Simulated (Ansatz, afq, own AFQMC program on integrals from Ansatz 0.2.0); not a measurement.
AFQMC, coupled cluster and functionals along a coordinate of AlNH3, doublet

```json
{"atom": "Al", "x (Å)": "0.0000", "y (Å)": "0.0000", "z (Å)": "0.5851"}
{"atom": "N", "x (Å)": "0.0000", "y (Å)": "0.0000", "z (Å)": "-1.1592"}
{"atom": "H", "x (Å)": "0.0000", "y (Å)": "1.4073", "z (Å)": "1.3050"}
{"atom": "H", "x (Å)": "0.0000", "y (Å)": "-1.4073", "z (Å)": "1.3050"}
{"atom": "H", "x (Å)": "0.0000", "y (Å)": "0.0000", "z (Å)": "-2.1640"}
```

The Al1–N2 distance is changed with both sides rigid. Energies in eV count from this geometry (1.744 Å) at the same level; the start stands on UHF, each point on the determinant named.

Basis cc-pVDZ. Noble-gas cores (and the filled d shells of Ga–Kr and In–Xe) are frozen. Integrals, coupled cluster, full CI and functionals: Ansatz 0.2.0; the random walks run on the same integrals in our own AFQMC program. ph-AFQMC/CISD is guided by a CISD state made of CCSD amplitudes; releasing the constraint for a short imaginary time cuts its bias at the price of noise, slowly where states lie close. Error bars are statistical, one sigma.

Cautions, each for one point or more: cluster runs in doubt by the program's own checks; higher spins were not checked; released walk and highest rung disagree; the ph-AFQMC/CISD walk drifts between its halves; unrestricted determinant slightly spin contaminated; unrestricted determinant spin contaminated; walk and cluster series may follow different spin states.

```tsv
r(Al1–N2) / Å	det.	T1	weight	⟨S²⟩	B3LYP	r2SCAN	CCSD(T)
1.608	UHF	0.020	0.89	0.76	0.383	0.377	0.447
1.927	UHF	0.020	0.89	0.77	0.242	0.251	0.201
2.378	UHF	0.032	0.87	0.80	2.009	2.018	1.989
3.240	UHF†¶	0.011	0.90	1.77	3.845§	3.884§	3.543
4.647	UHF†¶	0.011	0.91	1.77	3.723§	3.753§	3.343
```

**Question.** Estimate the curve of CCSDT(Q), counted from the same start.

**Answer.** 
```
r(Al1–N2) / Å   det.     T1  weight  ⟨S²⟩  CCSDT(Q)  ph-AFQMC/CISD  released AFQMC
        1.608    UHF  0.020    0.89  0.76     0.448  0.435 ± 0.014   0.453 ± 0.025
        1.927    UHF  0.020    0.89  0.77     0.197  0.204 ± 0.015   0.227 ± 0.024
        2.378    UHF  0.032    0.87  0.80     1.953  1.993 ± 0.024   1.968 ± 0.033
        3.240  UHF†¶  0.011    0.90  1.77     3.489  3.636 ± 0.012  3.613 ± 0.020*
        4.647  UHF†¶  0.011    0.91  1.77     3.358  3.394 ± 0.012  3.351 ± 0.020*
```

Weight is that of the determinant in the CISD state; at the start T1 is 0.019 and the weight 0.89, and ⟨S²⟩ is 0.76. ¶ marks points with a poor determinant and no full CI, where no value is sure; they don't count among the departures. An asterisk marks released energies that aren't shown to be converged. A dagger marks points whose determinant fills other symmetries than the start's, so the wave-function levels may follow another state there, or a degenerate partner. § marks a functional whose ⟨S²⟩ is too high by over 0.1. Largest departures from CCSDT(Q), at the points where its series has closed: CCSD(T) 0.036 eV at 2.378 (on UHF), ph-AFQMC/CISD 0.041 eV at 2.378 (on UHF) (within the noise), released AFQMC 0.029 eV at 1.927 (on UHF) (within the noise), B3LYP -0.065 eV at 1.608, r2SCAN -0.071 eV at 1.608. Functionals count only at points shown to share the start's state and spin. In this small basis the wave-function levels are far from their limit, so their gap to the functionals isn't the functionals' error.

A walk keeps the symmetry of its determinant, which the program's search chose and which needn't be the lowest solution, so a lower state of the same spin and another symmetry isn't excluded.
